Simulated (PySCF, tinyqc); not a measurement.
Inside a calculation. Method: coupled-perturbed Hartree-Fock on RHF in the sto-3g basis, for CH+, spin multiplicity 1. The lowest restricted solution is unstable here: a spin-polarised one lies 0.0081 hartree lower (PySCF). Computed by tinyqc, a small Python program that keeps every step (integrals from PySCF). Settings: charge = 1, multiplicity = 1, basis = sto-3g, method = RHF, energy threshold = 1e-10, iteration cap = 56, orthogonalisation = symmetric, start = atomic densities, DIIS depth = 6. Command: `OMP_NUM_THREADS=1 python tinyqc.py 31784 31785 out.jsonl` (the two numbers bound the seeds that draw the settings). One thread of a shared host (Intel(R) Xeon(R) Processor @ 2.60GHz), about 0.1 s of CPU time with the checks.

Geometry (angstrom):
```
atom         x         y         z
C     0.000000  0.000000  0.000000
H     0.000000  0.000000  1.544000
```

Repeat until U stops changing; compare with -d2E/dF2.

Course of the coupled iterations:
```
step  alpha (bohr^3)
0           3.340035
1           4.270565
2           4.575199
3           4.704598
4           4.778042
5           4.828742
6           4.867044
7           4.896973
8           4.920635
9           4.939413
10          4.954336
11          4.966200
...              ...
49          5.012244
50          5.012246
51          5.012247
52          5.012248
53          5.012249
54          5.012249
55          5.012250
56          5.012250
57          5.012251
58          5.012251
59          5.012251
60          5.012251
```

Can the last value be used, and what does the course show?

Not by the stop rule, although the second column moves by less than 1e-06 over the last three steps. The plain iteration does not converge within 60 steps; the finite-field value stands.
